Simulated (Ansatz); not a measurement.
Worked example: correlation energy of [OH···H···S], triplet

Geometry: a point of a hydrogen-transfer path between rigid fragments, not a stationary point.

```xyz
4

O    -0.9166   -0.2316    0.0000
H    -1.1659    0.6949    0.0000
H     0.0430   -0.2316    0.0000
S     2.0394   -0.2316    0.0000
```

Basis cc-pVTZ; Ansatz 0.2.0. Only valence electrons are correlated (noble-gas cores frozen), which leaves 14 electrons in 86 orbitals. Prefix R: restricted or restricted open-shell reference; prefix U: unrestricted.

Full CI isn't at hand for all of this; UCCSDT(Q) serves as the reference, and is uncertain by about the last step of the cluster series.

Runs differ by some tens of microhartree through their thresholds and, for an open shell, their frozen cores, so steps under 0.03 kcal/mol mean nothing.

```tsv
level	total energy (hartree)
UHF	-473.555133
UMP2	-473.939612
UCCSD	-473.967048
UCCSD(T)	-473.980244
UCCSDT	-473.981085
UCCSDT(Q)	-473.981630
```

What is the correlation energy at UCCSDT(Q), and what share of it do UMP2 and UCCSD recover?

E(corr) = -473.981630 − (-473.555133) = -0.426497 hartree = -11.606 eV. UMP2: -0.384479 / -0.426497 = 90.15 %. UCCSD: -0.411915 / -0.426497 = 96.58 %.

By how many kcal/mol does UCCSD(T) miss UCCSDT(Q) (1 hartree = 627.509 kcal/mol), and which steps make up the rest?

-473.980244 − (-473.981630) = 0.001386 hartree = 0.87 kcal/mol. Steps: UCCSDT − UCCSD(T) = -0.53, UCCSDT(Q) − UCCSDT = -0.34 kcal/mol. Differences between like states or geometries often cancel part of this.
